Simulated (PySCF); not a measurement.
Compound: H7PSi2.
SMILES with atom numbers: `[SiH3:1][PH:2][SiH3:3]` (hydrogens: H4, H5, H6 on Si1; H7 on P2; H8, H9, H10 on Si3)

The same species was optimised twice, with GFN2-xTB and with PBE0-D3(BJ)/def2-SVP (PySCF), and the same property calculations (PySCF, gas phase) were run on both structures.

```
    coordinate  GFN2-xTB  PBE0-D3(BJ)/def2-SVP  change
     P2–H7 (Å)     1.379                 1.430  +0.051
    Si1–P2 (Å)     2.229                 2.263  +0.034
    P2–Si3 (Å)     2.229                 2.263  +0.034
    Si3–H9 (Å)     1.461                 1.494  +0.033
    Si1–H5 (Å)     1.461                 1.494  +0.033
    Si1–H6 (Å)     1.462                 1.493  +0.031
    Si3–H8 (Å)     1.462                 1.493  +0.031
    Si1–H4 (Å)     1.466                 1.496  +0.030
   Si3–H10 (Å)     1.466                 1.496  +0.030
Si1–P2–Si3 (°)     102.9                  96.7    -6.2
 H8–Si3–H9 (°)     111.2                 109.2    -2.0
 H5–Si1–H6 (°)     111.3                 109.2    -2.1
 P2–Si3–H8 (°)     106.8                 108.7    +1.9
 P2–Si1–H6 (°)     106.7                 108.4    +1.7
 Si3–P2–H7 (°)      95.7                  94.8    -0.9
 Si1–P2–H7 (°)      95.6                  94.8    -0.8
 P2–Si1–H5 (°)     106.7                 107.5    +0.8
```

Rotational constants: A = 9238, B = 2443, C = 2051 MHz (GFN2-xTB) against A = 8123, B = 2570, C = 2079 MHz (PBE0-D3(BJ)/def2-SVP). Atoms that the bonding makes alike are paired by their places after alignment.

On the GFN2-xTB structure: HOMO (eV) -7.29 [PBE0/pcSseg-1]; LUMO (eV) 0.06 [PBE0/pcSseg-1]; dipole (D) 1.06 [PBE0/pcSseg-1]; GIAO shielding of Si1/Si3 (mean) (ppm) 428.6 [PBE0/pcSseg-1]; GIAO shielding of P2 (ppm) 658.5 [PBE0/pcSseg-1].

Question: What do these properties become on the PBE0-D3(BJ)/def2-SVP structure?

Answer: 
```csv
property,level,on GFN2-xTB,on PBE0-D3(BJ)/def2-SVP,change
HOMO (eV),PBE0/pcSseg-1,-7.29,-7.52,-0.23
LUMO (eV),PBE0/pcSseg-1,0.06,-0.02,-0.08
dipole (D),PBE0/pcSseg-1,1.06,0.97,-0.09
"energy, GFN2-xTB geometry as zero (kcal/mol)",PBE0/pcSseg-1,0.0,-2.0,-2.0
GIAO shielding of Si1/Si3 (mean) (ppm),PBE0/pcSseg-1,428.6,421.5,-7.1
GIAO shielding of P2 (ppm),PBE0/pcSseg-1,658.5,641.3,-17.2
```

The heavy atoms differ by 0.068 Å rms after alignment. Among all bonds P2–H7 changes most (+0.051 Å). Changes are differences of the printed values. Neither structure is proved a minimum here.
